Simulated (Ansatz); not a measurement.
Li₂H₂. The state is a singlet with charge 0. Geometry PBE-D4/def2-TZVP, basis def2-TZVP, Ansatz.

| atom | x (Å) | y (Å) | z (Å) |
| --- | --- | --- | --- |
| Li1 | -0.543 | -0.603 | 0.802 |
| Li2 | 0.550 | 0.610 | -0.792 |
| H3 | 0.971 | -0.898 | -0.017 |
| H4 | -0.977 | 0.891 | 0.008 |

| run | HOMO (eV) | LUMO (eV) |
| --- | --- | --- |
| A | -5.41 | -0.68 |
| B | -7.99 | 0.25 |
| C | -4.89 | -0.11 |
| D | -5.95 | 0.09 |
| E | -5.82 | -0.39 |
| F | -5.06 | -0.73 |

HSE06 is defined as in plane-wave codes, on full-range PBE exchange. The structure comes from a short search, and lower isomers may exist.

The runs used B97M-V, HSE06, PBE0, r2SCAN, r2SCAN0, ωB97M-V. Estimate which is which.

A HSE06 (range-separated); B ωB97M-V (range-separated); C r2SCAN (0 % exact exchange); D r2SCAN0 (25 % exact exchange); E PBE0 (25 % exact exchange); F B97M-V (0 % exact exchange). Exact exchange lowers occupied and raises empty levels; among semilocal functionals meta-GGAs tend to open the gap a little, and such runs are hard to tell apart. The gap grows from 4.33 eV (B97M-V) to 8.24 eV (ωB97M-V).
